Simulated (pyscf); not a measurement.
Single points on ωB97X-D3(BJ)/def2-SVP structures (PySCF, gas phase). MP2 and CC: frozen core, UHF for open shells. ΔMP2 is the change of the MP2 total energy from the triple- to the quadruple-zeta basis.

Question: For hydrogen fluoride (HF) + F–C:–Cl [singlet] → F–CH(F)–Cl, an insertion (singlet surface; F–H broken, C–F, C–H formed), PBE/def2-TZVP gives ΔE‡ = 0.9 kcal/mol and ΔE = -63.9 kcal/mol (zero: the separated reactants). In which direction and how far do r²SCAN/def2-TZVP, B3LYP-D3(BJ)/def2-TZVP, CCSD(T)/def2-TZVPP + ΔMP2(QZVPP) move these?

Answer: r²SCAN: ΔE‡ = 2.9 kcal/mol, ΔE = -67.0 kcal/mol; B3LYP-D3(BJ): ΔE‡ = 8.0 kcal/mol, ΔE = -63.5 kcal/mol; CCSD(T): ΔE‡ = 15.4 kcal/mol, ΔE = -60.8 kcal/mol. PBE's barrier lies under all of them, by 2.0 to 14.5 kcal/mol. Its reaction energy lies among theirs. Low barriers are usual for a GGA, whose delocalisation error favours stretched bonds. On the reactant side the descent ends in a complex, 8.0 kcal/mol under the separated species and 19.1 kcal/mol under the saddle at ωB97X-D3(BJ)/def2-TZVP. At ωB97X-D3(BJ) the barrier from the zero used here is 11.1 kcal/mol. This is the saddle that the search found; another between the same sides may lie lower. The CCSD(T) − MP2 part came from Ansatz, without density fitting, on the same reference.
